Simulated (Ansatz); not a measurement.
Two shapes of doublet H2O(+).

Shape 1:

```xyz
3

O     0.0000    0.0000   -0.1075
H     0.0000    0.7548    0.4300
H     0.0000   -0.7548    0.4300
```

Shape 2:

```xyz
3

O    -0.0042   -0.0019   -0.1257
H    -0.0038    0.8113    0.4691
H     0.0076   -0.8170    0.4729
```

Basis set: def2-TZVP (spherical functions). Left uncorrelated: 1 orbital. Charge 1, multiplicity 2.

Computed with Ansatz (development build ahead of 0.2.0); each method stands on the lowest determinant of its kind that the runs found.

Problem. Which shape is lower in energy, and by how much in each method?

Solution.

```json
{"method": "UHF", "E(2) − E(1) (eV)": "-0.139"}
{"method": "UHF-MP2", "E(2) − E(1) (eV)": "-0.280"}
```

Shape 2 is lower.
